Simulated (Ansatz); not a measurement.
We consider hcp Ti, described by revPBE (plane waves, PAW; Ansatz, an electronic-structure program).

Numerical settings: plane-wave cutoff 520 eV, 24×24×14 k mesh (along the axes of the cell as run), Fermi–Dirac smearing 0.029 eV (set by the program), no spin polarisation, scalar-relativistic PAW data made under PBE.

Computed at the level's own relaxed cell.

Q: Estimate the elastic constant C12, Voigt–Reuss–Hill bulk modulus, elastic constant C33, elastic constant C13, elastic constant C11, elastic constant C44 and elastic constant C66 that the calculation returns.

A: 
- elastic constant C12 = 78.8 GPa
- Voigt–Reuss–Hill bulk modulus = 107 GPa
- elastic constant C33 = 186 GPa
- elastic constant C13 = 69.7 GPa
- elastic constant C11 = 171 GPa
- elastic constant C44 = 45.1 GPa
- elastic constant C66 = 46.0 GPa

Measured, for comparison: elastic constant C12 87 GPa, elastic constant C33 191 GPa, elastic constant C13 68 GPa, elastic constant C11 176 GPa, elastic constant C44 51 GPa (4 K, zero-point motion not removed; as tabulated in Ferrari et al. (2019), arXiv:1905.01197). Computed (rounded) less measured: elastic constant C12 -9 %, elastic constant C33 -3 %, elastic constant C13 +3 %, elastic constant C11 -3 %, elastic constant C44 -12 %.

Elastic constants are with the ions relaxed.

Static lattice: no zero-point or thermal effects.
